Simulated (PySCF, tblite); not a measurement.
Breaking a bond: SH, doublet.

- UCCSD = CCSD on UHF/cc-pVDZ, 5 core orbitals frozen in PySCF
- NEVPT2 = SC-NEVPT2 on CASSCF(7,5)/cc-pVDZ, all electrons correlated run with PySCF 2.14.0
- CASSCF(7,5)/cc-pVDZ (PySCF)
- GFN2-xTB, 300 K electronic temperature (tblite)

Energies are in kcal/mol, each relative to the lowest point of its own curve near equilibrium.

```csv
R / Å,UCCSD,NEVPT2,"CASSCF(7,5)",GFN2-xTB
1.00,76.7,77.6,77.3,63.4
1.07,43.0,43.5,43.6,32.1
1.13,23.9,24.2,24.6,(withheld)
1.22,7.3,7.5,7.9,3.9
1.25,4.2,4.4,4.7,(withheld)
1.32,(withheld),(withheld),0.6,0.0
1.35,0.0,0.0,0.0,0.1
1.39,0.3,0.2,0.0,(withheld)
1.43,1.4,1.2,(withheld),2.0
1.49,4.2,3.9,3.3,4.7
1.56,8.9,8.2,7.3,8.6
1.66,16.9,15.9,14.3,15.2
```

Problem. Fill in the missing entries.

Solution. 
- 1.13, GFN2-xTB: 16.1
- 1.25, GFN2-xTB: 1.9
- 1.32, UCCSD: 0.4
- 1.32, NEVPT2: 0.5
- 1.39, GFN2-xTB: 0.8
- 1.43, CASSCF(7,5): 0.9

The scan ran from 1.00 to 5.37 Å; beyond the distances shown one of the unrestricted levels run for this scan, shown here or not, changes its spin distribution in one step.
